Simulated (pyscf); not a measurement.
# Hydrogen abstraction: H₂Si=Se + H• → [HSi=Se]• + H₂

Gas phase, doublet surface, charge 0. Bonds broken: Si2–H3. Bonds formed: H3–H5. Optimised with ωB97X-D3(BJ)/def2-SVP in PySCF.

Transition state (Å):

```xyz
5

Se     0.1207     1.0043     1.5443
Si    -1.2617     0.0252     0.3671
H     -1.0408    -1.3409    -0.3303
H     -2.6337     0.5172     0.0498
H     -0.8956    -2.5244    -0.9505
```

One imaginary mode, 862i cm⁻¹; descent along it reached the two sides named.

| bond | change | reactant side (Å) | saddle | product side |
|---|---|---|---|---|
| Si2–H3 | breaks | 1.488 | 1.550 | 3.3 |
| H3–H5 | forms | 3.4 | 1.344 | 0.761 |

Electronic energies relative to the separated reactants (kcal/mol):

```tsv
level	barrier	reaction energy	reverse barrier
ωB97X-D3(BJ)/def2-TZVP	3.7	-21.1	24.8
PBE/def2-TZVP	-0.9	-25.7	24.8
r²SCAN/def2-TZVP	-2.0	-25.9	23.8
B3LYP-D3(BJ)/def2-TZVP	-0.9	-26.7	25.8
PBE0-D3(BJ)/def2-TZVP	0.8	-22.8	23.7
M06-2X/def2-TZVP	4.2	-24.0	28.2
ωB97M-D3(BJ)/def2-TZVP	3.7	-22.8	26.5
HF/def2-TZVP	10.2	-14.1	24.2
```

With ωB97M-D3(BJ)/def2-TZVP energies and thermal terms (ideal gas, 1 atm, RRHO with modes under 100 cm⁻¹ raised to 100, one conformer, R ln 2 for chiral ones without a mode under 150 cm⁻¹), in kcal/mol:

| T (K) | ΔH‡ | ΔG‡ | ΔH | ΔG |
|---|---|---|---|---|
| 298 | 2.4 | 8.1 | -22.0 | -23.7 |
| 600 | 2.1 | 14.0 | -22.1 | -25.4 |
| 900 | 2.0 | 20.0 | -22.5 | -27.0 |
| 1200 | 1.8 | 26.1 | -23.2 | -28.4 |

At PBE, r²SCAN, B3LYP-D3(BJ) this geometry lies under the reactants; that is no barrier but a single point on another level's saddle; such a level's own saddle, if it has one, lies nearer that side and is low. One saddle was located; it need not be the lowest between these sides. The angle at the transferred H is 178°. Elements up to Kr have no core potential and no relativistic terms here.
